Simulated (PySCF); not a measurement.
```xyz
5

Cl    -0.9233    -1.3955    -0.4398
C     -0.0021     0.0008     0.1045
Cl    -0.7307     1.5002    -0.4571
Cl     1.6803    -0.1141    -0.3962
H     -0.0242     0.0087     1.1887
```

Charge 0, multiplicity 1.

Q: Give the Mulliken and meta-Löwdin atomic charges from TPSSh-D3(BJ)/def2-TZVP // PBE0-D3(BJ)/def2-TZVP (PySCF).

A: 
| atom | Mulliken (e) | meta-Löwdin (e) |
|---|---|---|
| Cl1 | -0.07 | -0.04 |
| C2 | 0.04 | -0.04 |
| Cl3 | -0.07 | -0.04 |
| Cl4 | -0.07 | -0.04 |
| H5 | 0.17 | 0.17 |
